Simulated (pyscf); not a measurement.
**Routes from HN=Si: (SMILES N=[Si]) [singlet] + H₂ (SMILES [H][H])**

Candidate steps break at most two bonds and form at most two. Each was searched with GFN2-xTB (tblite) first. Optimised with ωB97X-D3(BJ)/def2-SVP in PySCF. Energies: ωB97M-D3(BJ)/def2-TZVP, kcal/mol, from the separated reactants, singlet surface; ΔG‡ with ideal gas, 1 atm, RRHO with modes under 100 cm⁻¹ raised to 100, one conformer, R ln 2 for chiral ones without a mode under 150 cm⁻¹.

```csv
products,type,ΔE‡,ΔE,ΔG‡ 298 K,ΔG‡ 900 K,ν‡ (cm⁻¹)
H₂N–SiH: [singlet],addition across a multiple bond or ene-type step,38.6,-20.9,45.6,61.5,1751i
HN=SiH₂,insertion,76.2,-2.7,82.3,97.6,1711i
```

Plain bond fissions and candidates not yet searched are not listed, and one of them may be faster. Each barrier is that of the saddle found; lower ones may exist.
